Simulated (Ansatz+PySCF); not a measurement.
Two shapes of singlet C₂H₂.

Shape 1:

```xyz
4

C     0.0000    0.0000   -0.6043
C     0.0000    0.0000    1.2085
H     0.0000    0.0000   -1.6792
H     0.0000    0.0000    2.2835
```

Shape 2:

```xyz
4

C     0.0000    0.0000   -0.6043
C     0.0000    0.0000    1.8128
H     0.0000    0.0000   -1.6792
H     0.0000    0.0000    2.8878
```

Basis set: STO-3G (spherical functions). Correlated methods keep 2 orbitals frozen. Charge 0, multiplicity 1.

Computed with Ansatz (development build ahead of 0.2.0); each method stands on the lowest determinant of its kind that the runs found.

Which shape is lower in energy, and by how much in each method?

```json
{"method": "RHF", "E(2) − E(1) (eV)": "3.856"}
{"method": "UHF", "E(2) − E(1) (eV)": "2.114"}
{"method": "UHF-MP2", "E(2) − E(1) (eV)": "2.521"}
{"method": "UHF-CCSDT(Q)", "E(2) − E(1) (eV)": "3.381"}
{"method": "full CI (lowest root of this spin)", "E(2) − E(1) (eV)": "3.523"}
```

Shape 1 is lower. Caution for RHF: an unrestricted determinant lies well below. Caution for RHF, UHF, UHF-MP2, UHF-CCSDT(Q): the determinant breaks the point group. Caution for UHF, UHF-MP2, UHF-CCSDT(Q): the unrestricted determinant is a mixture of spin states. Caution for UHF-MP2, UHF-CCSDT(Q): large amplitudes, a single reference is doubtful; bonds are stretched, where a single reference can fail. Caution for UHF-MP2: another reference gives a lower total.
